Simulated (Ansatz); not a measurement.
Input file:

```yaml
crystal:
  periodic: [false, false, false]
  atoms:
    - {symbol: B, position_ang: [-0.203235, 0.000015, 0.157532]}
    - {symbol: H, position_ang: [0.550908, 0.953646, -1.754649]}
    - {symbol: H, position_ang: [1.078192, -0.000085, 1.819632]}
    - {symbol: H, position_ang: [0.550761, -0.953727, -1.754650]}
basis:
  gaussian: {orbitals: "6-31++G**", fitting: {mean_field: def2-universal-jkfit}}
magnetization: {spin_polarized: true, initial_magnetization: 2}
hamiltonian: {xc: hf}
accuracy: high
scf: {lower_state_search: full}
output: {orbitals: {seedname: orbitals}}
```

```sh
$ ansatz run in.yaml --threads 1 --pin off --events-out ev --progress --plain --max-ram 2393MiB
```

Log:

```
129 factors; integrals over basis functions are off by at most 4.4e-1 eV
mean field evaluation 1: about -706.6598 eV, gradient 7.1e0 eV
mean field evaluation 2: about -707.6271 eV, gradient 3.8e0 eV
mean field evaluation 4: about -708.3550 eV, gradient 1.7e0 eV
mean field evaluation 8: about -708.6405 eV, gradient 1.9e-1 eV
mean field evaluation 16: about -708.3572 eV, gradient 2.2e0 eV
mean field evaluation 32: about -707.8941 eV, gradient 4.3e0 eV
mean field evaluation 64: about -707.7647 eV, gradient 9.4e-1 eV
mean field evaluation 96: about -701.5828 eV, gradient 7.0e0 eV
mean field evaluation 128: about -707.5226 eV, gradient 6.5e0 eV
mean field evaluation 160: about -704.7699 eV, gradient 8.6e-1 eV
mean field -708.64629694 eV, -26.0422710749 hartree, gradient 9.1e-9 eV, S^2 2.579175; 8 other end points of the search recorded, 0 dependent functions left out
reference -708.64629694 eV, -26.0422710749 hartree; 5, 3 occupied and 32, 34 virtual orbitals, 129 factors
Total energy: -708.64629694 eV, -26.0422710749 hartree
```

Ran on 1 thread of Arm Neoverse V2, shared host: 0.3 s wall, 0.17 GiB peak host memory.
